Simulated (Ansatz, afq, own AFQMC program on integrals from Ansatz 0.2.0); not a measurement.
Two steps: Ansatz 0.2.0 writes the Fock matrix and Cholesky factors of the valence space, and afq projects on them the lowest state that overlaps trial and start.

```yaml
crystal:
  periodic: [false, false, false]
  atoms:
    - {symbol: B, position_ang: [0.000000, 0.000000, 0.000000]}
    - {symbol: H, position_ang: [0.000000, 0.000000, 1.194000]}
basis:
  gaussian: {orbitals: cc-pVTZ}
magnetization: {spin_polarized: true, initial_magnetization: 4}
correlation: {method: ccsd_t, electrons: outside_noble_gas, hamiltonian_folder: ham}
```

```sh
$ ansatz run in.yaml --threads 1 --pin off --events-out ev --progress --plain --max-ram 1843MiB
```

afq runs on the folder ham with

```
--method phaseless --trial cisd --walkers 60 --populations 1 --least-time 40 --time-step 0.005 --steps-per-block 50 --equilibration-blocks 28 --max-blocks 300 --target-error 0.00024 --factor-cut 1e-05 --start spin_pure --seed 5606 --release-times 0.24,0.51,0.99,1.62,2.4 --release-step 0.03 --release-every 4 --taylor-order 6
```

Times are imaginary, in 1/Eh. The walk had a cap of 1073 s.

```
orbitals 43  electrons 4 0  factors 251 of 251
reference energy -24.91461812 Eh
CCSD correlation -0.02876397 Eh in 8 cycles, weight of the determinant in the CISD state 0.9821
energy of the start -24.943382 Eh
 block  time / (1/Eh)  mean weight  energy / Eh
     1     0.250  0.9994  -24.943412
     2     0.500  1.0003  -24.943471
     3     0.750  1.0002  -24.943450
     4     1.000  0.9997  -24.943567
     5     1.250  1.0010  -24.943542
     8     2.000  0.9990  -24.943794
    13     3.250  1.0015  -24.943966
    25     6.250  1.0002  -24.943632
    37     9.250  0.9999  -24.943745
    49    12.250  0.9999  -24.943459
    61    15.250  0.9990  -24.943740
    73    18.250  1.0003  -24.943790
    85    21.250  0.9997  -24.943897
    97    24.250  0.9998  -24.943701
   109    27.250  1.0003  -24.943807
   121    30.250  0.9992  -24.943604
   125    31.250  0.9996  -24.944252
   133    33.250  1.0000  -24.943593
   145    36.250  1.0015  -24.943824
   157    39.250  1.0002  -24.943789
   169    42.250  1.0000  -24.943285
   181    45.250  0.9992  -24.943579
   185    46.250  1.0000  -24.943681
blocks merged  error / Eh  count
     1  0.000016  160
     2  0.000019  80
     4  0.000023  40
     8  0.000027  20
    16  0.000024  10
released: time / (1/Eh)  energy / Eh  error  mean overlap
  0.24  -24.943796  0.000027  0.9946
  0.51  -24.943827  0.000028  0.9956
  0.99  -24.943873  0.000029  0.9920
  1.62  -24.943831  0.000022  0.9851
  2.40  -24.943833  0.000029  0.9809
energy -24.943791 +/- 0.000027 Eh
(rows thinned)
```

Problem. Estimate how long the walk took on 1 thread of Intel(R) Xeon(R) Platinum 8488C (Sapphire Rapids) (shared host).

Solution. 4.5 min of wall time.

The run passed its tests (sampling time, drift between the halves within three errors, error under three times the target), which doesn't prove that it has relaxed.

Against this walk (error 0.7 meV) on the same determinant: CCSD(T) 1.6 meV higher, CCSDT(Q) 1.3 meV lower (within the noise), full CI 1.3 meV lower (within the noise). The error is statistical and leaves out the bias of the constraint. Released to 2.40 1/Eh the energy moves by -1.2 ± 1.1 meV (both errors), within twice the noise.

Cautions: constraint bias not in the error; another spin lies lower (by 6.50 eV).

CCSDT and higher add their correlation energy to the determinant of the CCSD(T) run, since their own runs factorise the integrals more tightly (a shift of under 2 meV). A walk keeps the symmetry of its determinant, which the program's search chose and which needn't be the lowest solution, so a lower state of the same spin and another symmetry isn't excluded.
